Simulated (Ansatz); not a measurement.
# AlClH3N: a ladder of functionals and wavefunction methods

One table from this session's results is given with a row withheld; the runs are named, their logs left out.

Program: Ansatz 0.2.0, Gaussian basis. Level of theory: functionals in def2-TZVPP, the program's frozen cores in correlated methods. These are calculated values, not measurements.

Plan: LDA (SPW92), PBE-D4, revPBE-D4, BLYP-D4, r2SCAN-D4, B97M-V, PBE0-D4, B3LYP-D4, r2SCANh-D4, r2SCAN0-D4, HSE06-D4, BHLYP-D4, CAM-B3LYP-D4, LC-ωPBE, ωB97X-V, ωB97M-V, B2PLYP, PBE-QIDH; CCSD(T)/def2-SVP; CCSD(T)/def2-TZVPP; MP2/def2-QZVPP; extrapolation to the limit; RPA on PBE.

### Structure used throughout

The geometry comes from an earlier relaxation with PBE0-D4 in a triple-zeta def2 set; it is a stationary point.

SMILES `[NH2][AlH][Cl]`, 6 atoms, charge 0, spin multiplicity 1.

Atoms are counted from 1 here; the program's logs count them from 0.

Bond lengths: N1–Al2 1.756 Å, N1–H4 1.007 Å, N1–H5 1.007 Å, Al2–Cl3 2.098 Å, Al2–H6 1.570 Å. Angles: Al2–N1–H4 124.3°, Al2–N1–H5 125.0°, H4–N1–H5 110.7°, N1–Al2–Cl3 117.5°, N1–Al2–H6 121.8°, Cl3–Al2–H6 120.6°.

Set-up of the first run:

in.yaml reads:

```yaml
crystal:
  periodic: [false, false, false]
  atoms:
    - {symbol: N, position_ang: [-0.631142, 0.250917, -0.718797]}
    - {symbol: Al, position_ang: [0.477642, -0.073806, 0.603565]}
    - {symbol: Cl, position_ang: [1.413475, -1.951548, 0.645578]}
    - {symbol: H, position_ang: [-1.134283, 1.114995, -0.838756]}
    - {symbol: H, position_ang: [-0.852551, -0.395054, -1.458851]}
    - {symbol: H, position_ang: [0.768959, 0.990395, 1.720961]}
basis:
  gaussian: {orbitals: def2-TZVPP}
hamiltonian: {xc: lda}
output: {orbitals: {seedname: orbitals}}
```

Among the steps run: LDA; PBE-D4 (GGA); revPBE-D4 (GGA); BLYP-D4 (GGA); r2SCAN-D4 (meta-GGA); B97M-V (meta-GGA); PBE0-D4 (hybrid); B3LYP-D4 (hybrid); r2SCANh-D4 (hybrid); r2SCAN0-D4 (hybrid); HSE06-D4 (hybrid); BHLYP-D4 (hybrid); CAM-B3LYP-D4 (range-separated); LC-ωPBE-D4 (range-separated; the results give it without D4); ωB97X-V (range-separated); ωB97M-V (range-separated); B2PLYP (double hybrid); PBE-QIDH (double hybrid).

One of the session's tables, all rows but one given; the rest of the session is left out.

It belongs to the step «Orbital energies across the functionals». 

```
  functional  HOMO (eV)  gap (eV)
 LDA (SPW92)      -6.61      5.14
      PBE-D4      -6.42      5.19
   revPBE-D4          ?         ?
     BLYP-D4      -6.28      5.17
   r2SCAN-D4      -6.71      5.85
      B97M-V      -6.76      5.71
     PBE0-D4      -7.81      7.34
    B3LYP-D4      -7.55      6.88
  r2SCANh-D4      -7.23      6.62
  r2SCAN0-D4      -8.02      7.78
    HSE06-D4      -7.40      6.57
    BHLYP-D4      -9.10      9.40
CAM-B3LYP-D4      -9.26      9.72
     LC-ωPBE     -10.73     12.27
     ωB97X-V     -10.31     11.75
     ωB97M-V     -10.20     11.35
```

Q: Estimate the row for revPBE-D4 from the others.

As computed: HOMO (eV): -6.35; gap (eV): 5.23. In the column «HOMO (eV)» it lies between PBE-D4 (-6.42) and BLYP-D4 (-6.28).
